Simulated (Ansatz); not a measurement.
## Ansatz (development build ahead of 0.2.0) run

```yaml
crystal:
  periodic: [false, false, false]
  atoms:
    - { symbol: B, position_ang: [0.0, 0.0, -0.68202] }
    - { symbol: F, position_ang: [0.0, 0.0, 0.68202] }
basis:
  gaussian: { orbitals: cc-pVTZ }
magnetization:
  spin_polarized: true
hamiltonian:
  xc: hf
correlation:
  method: bccd_t
  frozen_orbitals: { B: 1, F: 1 }
```

The input is written out in the form of the current development build from the run's settings.

The run gave:

```json
{
 "Converged": "yes",
 "Reference energy (starting determinant)": "-124.14514 hartree",
 "Correlation energy": "-0.35056 hartree",
 "Total energy": "-124.49569 hartree"
}
```
